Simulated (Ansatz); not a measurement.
Relaxation of CH$_{2}$BS (5 atoms, charge 0, multiplicity 2), to a largest force component of 0.02 eV/Å in at most 50 steps.

These are results of UKS PBE-D4/def2-SVP (Ansatz), not measurements.

```xyz
5
Properties=species:S:1:pos:R:3:forces:R:3
B -0.414 0.389 -0.333 2.37 -1.40 0.97
C 0.491 -0.462 0.395 1.07 3.41 -1.52
S 1.470 -1.382 1.183 2.07 -1.89 1.54
H -0.461 -0.969 0.240 -4.28 -1.41 -0.55
H -0.228 1.543 -0.347 -1.22 1.29 -0.44
```

Where does it end, and by what steps?

The forces met the threshold. After 12 steps the energy has fallen by 2.552 eV; H4 moved furthest, 1.17 Å. Parted: C2–H4. Joined: B1–H4.

| step | energy less start (eV) | largest force component (eV/Å) | accepted |
| --- | --- | --- | --- |
| 0 | 0.0000 | 4.282 | yes |
| 1 | -0.9112 | 1.784 | yes |
| 2 | -1.2914 | 1.692 | yes |
| 3 | -1.5045 | 1.138 | yes |
| 4 | -1.6618 | 0.826 | yes |
| 5 | -1.7331 | 1.527 | yes |
| 6 | -2.0357 | 1.688 | yes |
| 7 | -1.8481 | 2.185 | no |
| 8 | -2.1934 | 1.531 | yes |
| 9 | -2.3421 | 0.731 | yes |
| 10 | -2.4654 | 0.561 | yes |
| 11 | -2.5486 | 0.078 | yes |
| 12 | -2.5519 | 0.017 | yes |

```xyz
5
Properties=species:S:1:pos:R:3
B -0.340 0.156 -0.028
C 0.798 -0.576 0.538
S 2.007 -1.360 1.140
H -1.429 -0.387 -0.070
H -0.178 1.288 -0.443
```

Whether the end is a true minimum wasn't checked by a vibrational analysis.

Run time: 26 s on 1 CPU thread of a shared host.
